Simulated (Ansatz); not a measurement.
**SiH+ (quintet): the correlation ladder, def2-QZVPP**

One table from this session's results is given with a row withheld; the runs are named, their logs left out.

Method: def2-QZVPP, core rule «outside noble gas», up to 5 orbitals frozen; program: Ansatz 0.2.0, Gaussian basis.

To be run: UHF; ROHF; CCSD(T) on UHF.

**What is computed**

The geometry is a PBE0/def2-TZVP stationary point (not a proven minimum) of the parent state, kept for this charge and spin.

2 atoms, charge 1, spin multiplicity 5.

Atoms are counted from 1 here; the program's logs count them from 0.

Bond lengths: Si1–H2 1.500 Å.

Set-up of the first run:

in.yaml reads:

```yaml
crystal:
  periodic: [false, false, false]
  atoms:
    - {symbol: Si, position_ang: [0.000000, 0.000000, 0.000000]}
    - {symbol: H, position_ang: [0.000000, 0.000000, 1.499536]}
basis:
  gaussian: {orbitals: "def2-QZVPP.json"}
total_charge: 1
magnetization: {spin_polarized: true, initial_magnetization: 4}
hamiltonian: {xc: hf}
output: {orbitals: {seedname: orbitals}}
```

The run is started by

```
ansatz run in.yaml --threads 1 --pin off --events-out ev --progress --plain --max-ram 4096MiB --backend cpu
```

Steps of the session up to this table: UHF; ROHF; CCSD(T) on UHF.

One of the session's tables, all rows but one given; the rest of the session is left out.

```
  method  from UCCSD(T) (kJ/mol)
    ROHF                   +70.6
     UHF                   +69.9
    UMP2                       ?
   UCCSD                    +1.1
UCCSD(T)                       0
```

**Question.** Estimate the row for UMP2.

As computed: from UCCSD(T) (kJ/mol): +21.2. In the column «from UCCSD(T) (kJ/mol)» it lies between UCCSD (+1.1) and UHF (+69.9).
